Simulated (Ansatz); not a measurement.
Species: C4H9, SMILES `C[C](C)C` (charge 0, multiplicity 2), formula C4H9.

**Question.** How many basis functions does frozen-core CCSD(T)/cc-pVTZ // B3LYP-D3(BJ)/def2-TZVP in Ansatz (a quantum-chemistry and plane-wave program) use, how many core orbitals are frozen, and how many electrons are correlated?

**Answer.** 246 basis functions and 4 frozen orbitals, which leaves 25 correlated electrons. Core time is of the order of minutes.
